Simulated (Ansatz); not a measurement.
# AlH2S: the cost of one run

All numbers are computed with the Python package of Ansatz 0.2.0. The levels of theory stand in the script.

**1. The system**

Bond lengths: Al1–S2 2.283 Å, Al1–H3 1.600 Å, S2–H4 1.350 Å. Angles: Al1–S2–H4 95.7°, S2–Al1–H3 119.4°.

The script holds or builds the structure itself.

**2. Script**

Contents of run_composite.py:

```python
'''A composite energy for AlH2S: DFT geometry, MP2 basis limit, coupled-cluster correction.'''

import itertools

import ansatz as az
from ase.data import atomic_numbers, covalent_radii
import numpy as np

alh2s = (
    az.Crystal.molecule()
    .atom('Al', (0.045, -1.0787, -0.2818))
    .atom('S', (0.952, 1.0117, -0.1353))
    .atom('H', (-0.7904, -1.6602, 0.9524))
    .atom('H', (-0.151, 1.6669, -0.5556))
)

model = (
    alh2s.calculation()
    .basis(gaussian='def2-SVP')
    .functional('r2scan', dispersion='d4')
    .spin('collinear', total=1)
    .scf(lower_state_search='light')
)
symbols = [site.symbol for site in alh2s.cartesian_sites]
start = np.array([site.position_ang for site in alh2s.cartesian_sites], dtype=float)
data = model.relax(force_tolerance=0.01).run(threads=1, pin='off').report
end = np.array(data['positions_ang'])
# pairs closer than 1.2 times the sum of covalent radii, before or after
radius = [covalent_radii[atomic_numbers[s]] for s in symbols]
span = lambda where, i, j: np.linalg.norm(where[i] - where[j])
bonded = [(i, j) for i, j in itertools.combinations(range(len(symbols)), 2) if min(span(start, i, j), span(end, i, j)) < 1.2 * (radius[i] + radius[j])]
print('pair        before    after (A)')
for i, j in bonded:
    print(f'{symbols[i]}{i}-{symbols[j]}{j}'.ljust(10), f'{span(start, i, j):8.4f} {span(end, i, j):8.4f}')

minimum = az.Crystal.molecule()
for symbol, place in zip(symbols, end):
    minimum = minimum.atom(symbol, place.tolist())
at_minimum = minimum.calculation().spin('collinear', total=1)
# MP2 extrapolated to the basis limit, plus the small-basis difference CCSD(T) - MP2
level = lambda method, basis: at_minimum.basis(gaussian=basis).correlation(method).run(threads=1, pin='off').report
small, large, cluster = level('mp2', 'cc-pVDZ'), level('mp2', 'cc-pVTZ'), level('ccsd_t', 'cc-pVDZ')
corr = lambda each: (each['free_energy_ev'] - each['reference_energy_ev']) / 27.211386246
mp2_limit = (27 * corr(large) - 8 * corr(small)) / 19
pieces = {'HF / cc-pVTZ': large['reference_energy_ev'] / 27.211386246, 'MP2 correlation, DZ-TZ limit': mp2_limit, 'CCSD(T) - MP2 / cc-pVDZ': corr(cluster) - corr(small)}
for name, value in pieces.items():
    print(f'{name:32s} {value:14.6f} Ha')
print(f'{"sum":32s} {sum(pieces.values()):14.6f} Ha')
print('T1 diagnostic', round(cluster['correlation']['coupled_cluster']['t1_diagnostic'], 4))
```

**3. The calls as engine input**

The package turns the script's settings into the engine's input (first run):

```yaml
crystal:
  periodic: [false, false, false]
  atoms:
    - { symbol: Al, position_ang: [0.045, -1.0787, -0.2818] }
    - { symbol: S, position_ang: [0.952, 1.0117, -0.1353] }
    - { symbol: H, position_ang: [-0.7904, -1.6602, 0.9524] }
    - { symbol: H, position_ang: [-0.151, 1.6669, -0.5556] }
basis:
  gaussian:
    orbitals: def2-SVP
hamiltonian:
  xc: r2scan
  dispersion: d4
magnetization:
  spin_polarized: true
  initial_magnetization: 1.0
scf:
  lower_state_search: light
relax:
  f_tol: 0.01
```

**4. Running it**

Started as:

```console
> python run_composite.py
```

Q: Estimate wall time and peak memory on 1 thread of Arm Neoverse V2, shared host.

About 39 s, with a peak of 0.22 GiB.
